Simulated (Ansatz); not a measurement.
Reaction: C2H7N (N-methylmethanamine, SMILES CNC) → C2H6N (SMILES C[N]C, doublet) + H (doublet) (the H-N bond breaks)
Each species at its own B3LYP-D3(BJ)/def2-TZVP minimum (Ansatz, a quantum-chemistry and plane-wave program).

Total energies in hartree (Ansatz). Open shells are spin-unrestricted; no spin-orbit coupling. Correlated methods leave the cores frozen. No relativity. Where a partner has so few electrons that a lower coupled-cluster level is exact, that level stands in.

```tsv
species	HF/cc-pVTZ	CCSD(T)/cc-pVTZ	HF/cc-pVQZ	CCSD(T)/cc-pVQZ	CCSD(T)/cc-pVDZ	CCSDT(Q)/cc-pVDZ
1: C2H7N (SMILES CNC)	-134.29244	-134.92647	-134.30218	-134.96886	-134.77584	-134.77739
2: C2H6N (SMILES [N](C)C, doublet)	-133.67737	-134.26673	-133.68681	-134.30731	-134.12407	-134.12576
3: H (doublet)	-0.49981	-0.49981	-0.49995	-0.49995	-0.49928	-0.49928
```

Q: Work out the bond dissociation energy (electronic) in kcal/mol: take Hartree-Fock from cc-pVQZ, extrapolate the CCSD(T) correlation energy as X^-3 (X = 3, 4), and add CCSDT(Q) - CCSD(T) in cc-pVDZ. 1 hartree = 627.51 kcal/mol.

A: 
Species 1: correlation (64·(-0.66668) - 27·(-0.63403))/37 = -0.69051; step -0.00155; E1 = -134.30218 + (-0.69051) + (-0.00155) = -134.99424
Species 2: correlation (64·(-0.62050) - 27·(-0.58936))/37 = -0.64322; step -0.00169; E2 = -133.68681 + (-0.64322) + (-0.00169) = -134.33172
Species 3: correlation (64·(0.00000) - 27·(0.00000))/37 = 0.00000; step +0.00000; E3 = -0.49995 + (0.00000) + (+0.00000) = -0.49995
-1·E1 +1·E2 +1·E3 = 0.16257 hartree = 102.0 kcal/mol.
